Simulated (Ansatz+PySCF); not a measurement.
The numbers below are computed, except where a source is named.
A run of Ansatz (development build ahead of 0.2.0) on singlet LiH at this shape:

```xyz
2

Li    0.0000    0.0000   -0.5992
H     0.0000    0.0000    1.7976
```

Its results:

```yaml
Converged: yes
Total_energy: -8.01560 hartree
Spin_squared_of_the_determinant: 0.000
Stability_test: minimum among restricted orbitals
```

Forces (eV/Å):
| atom | Fx | Fy | Fz |
| --- | --- | --- | --- |
| Li1 | 0.000 | 0.000 | 1.518 |
| H2 | 0.000 | 0.000 | -1.518 |

Which input gives this output? Name the method, the orbitals and the basis set, and write the input.

PBE0 (restricted) in cc-pVDZ. An unrestricted run that stays on the closed shell gives the same numbers.

```yaml
crystal:
  periodic: [false, false, false]
  atoms:
    - { symbol: Li, position_ang: [0.0, 0.0, -0.59919] }
    - { symbol: H, position_ang: [0.0, 0.0, 1.79757] }
basis:
  gaussian: { orbitals: cc-pVDZ }
hamiltonian:
  xc: pbe0
output:
  forces: true
```
